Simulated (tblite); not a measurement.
Species: C4H8NS (doublet state).
Structure used (GFN2-xTB), in Å, numbered top down from 1:
```
atom  x, y, z in Å
C1     2.3050   -0.4283    0.5535
C2     0.8541   -0.5576    0.3988
N3     0.3022    0.6388   -0.2725
C4    -0.9750    0.8655   -0.5731
C5    -1.9842   -0.1713   -0.2115
S6    -1.3914    2.2713   -1.3273
H7     2.7142    0.1064    1.3876
H8     2.9608   -0.7017   -0.2492
H9     0.5965   -1.4289   -0.2145
H10    0.3580   -0.6488    1.3720
H11    0.9684    1.3569   -0.5277
H12   -1.9826   -0.3454    0.8645
H13   -2.9728    0.1579   -0.5176
H14   -1.7537   -1.1153   -0.7052
```

Computed geometry: GFN2-xTB, gas phase. This method treats the open shell by occupation alone, without spin polarisation.

Masses are those of the commonest isotopes; rigid-rotor values at the optimised geometry. The values belong to one conformer with, in the numbering `[CH2:1][CH2:2][NH:3][C:4]([CH3:5])=[S:6]`, H–C1–C2–N3 84° and -84°, C1–C2–N3–C4 180°, C2–N3–C4–C5 0°.

Question: What are A, B and C (GHz)?

Answer: Ia = 84.63, Ib = 326.48, Ic = 401.36 u·Å²; 505379 MHz·u·Å²/I gives 5971, 1548 and 1259 MHz, that is A = 5.9713, B = 1.5480, C = 1.2592 GHz.

Question: What kind of rotor is it?

Answer: An asymmetric top. Ray's parameter κ = (2B − A − C)/(A − C) = -0.877; −1 is the prolate and +1 the oblate limit.

Question: Is it planar, by Δ = Ic − Ia − Ib?

Answer: Not planar: Δ = Ic − Ia − Ib = -9.76 u·Å². For a rigid frame Δ = −2 Σ m c², so Σ m c² = 4.88 u·Å² lies off the ab plane, practically all of it from hydrogen. The atom farthest from that plane is 0.92 Å away.

Question: Give the other two planar moments, Paa and Pbb, and the rms extents of the mass along the axes.

Answer: Paa = Σ m a² = (Ib + Ic − Ia)/2 = 321.60 and Pbb = Σ m b² = (Ia + Ic − Ib)/2 = 79.75 u·Å². With the mass M = 102.04 u, the rms extents √(P/M) along a, b and c are 1.78, 0.88, 0.22 Å.

Question: List the rotational levels J(Ka,Kc) to J = 2 (MHz).

Answer: Above 0(0,0):
J = 1: 1(0,1) 2807, 1(1,1) 7231, 1(1,0) 7519
J = 2: 2(0,2) 8408, 2(1,2) 12556, 2(1,1) 13422, 2(2,1) 26692, 2(2,0) 26706
Those of J = 1 are B + C, A + C and A + B.

Question: Estimate the classical rotational partition function at 25 K, 298.15 K and 500 K.

Answer: Point group Cs, symmetry number σ = 1; q = (√π/σ)·√((kT/h)³/(ABC)), k/h = 20836.6 MHz/K: 6180 at 25 K, 254000 at 298.15 K, 552000 at 500 K.

For this open shell read J as N, the rotation without spin; fine and hyperfine splittings come on top. Its lowest GFN2-xTB frequency is 14i cm⁻¹, too small to tell a flat minimum from a shallow saddle. Constants of a rigid frame at the computed geometry: no zero-point averaging, no centrifugal distortion.

Hardware: an Arm Neoverse V2 with one thread, on a shared host. Cost: 0.1 s wall. This is the geometry optimisation.
